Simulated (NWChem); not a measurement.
System: nitrogen (N₂); SMILES N#N

```xyz
2

N      0.0000     0.0000     0.5447
N      0.0000     0.0000    -0.5447
```
Atoms are numbered in this order, from 1.

Coordinates come from a PBE0-D3(BJ)/def2-TZVP optimisation.

### Question
List the 4 lowest vertical singlet excitations from B3LYP/6-31+G* (spherical d), TDA (NWChem).

### Answer
```tsv
state	energy (eV)	oscillator strength	leading excitation (squared amplitude)
S1	9.49	0.000	HOMO → LUMO+1 (0.96)
S2	9.49	0.000	HOMO → LUMO (0.96)
S3	9.54	0.000	HOMO−2 → LUMO+1 (0.26)
S4	9.93	0.000	HOMO−2 → LUMO+1 (0.27)
```
